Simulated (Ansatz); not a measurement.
Gas-phase electronic energies from Ansatz, PBE0-D4/def2-TZVP geometries. CCSD(T)/CBS is the MP2 limit (def2-TZVPP, def2-QZVPP) plus CCSD(T) − MP2 in def2-TZVPP, frozen cores. This one scheme is used for every species. Functionals use def2-TZVPP. One conformer a species, not always the lowest.

Consider the hydrogenolysis of a C–C bond: `C/C=N/CF` + H₂ → `C=NCF` + CH₄.

| level | ΔE (eV) |
| --- | --- |
| r2SCANh-D4 | -0.58 |
| CCSD/CBS(def2) | -0.62 |

Task: What does CCSD(T)/CBS give? (Best estimate.)

Result: Ansatz gave: -0.58 eV. The listed levels differ from it by 0.00, -0.04 eV.

Largest T1 diagnostic among the species: 0.012.

The D4 term adds +0.06 eV with B3LYP and +0.03 eV with PBE0; it sums over pairs of atoms, weighted by their polarisabilities, and B3LYP, whose exchange is more repulsive, gets the larger term. In def2-TZVPP, CCSD(T) changes the Hartree–Fock value by +0.14 eV (the triples alone add +0.03 eV) and MP2 by +0.18 eV. Leaving LDA and LC-ωPBE aside and taking each functional with its dispersion term where it has one, the values, not all of them listed here, spread over 0.12 eV, from BHLYP-D4 to revPBE-D4. LDA lies +0.08 eV from PBE without D4.

B3LYP here is the variant with VWN-RPA as its local correlation; programs differ in this.
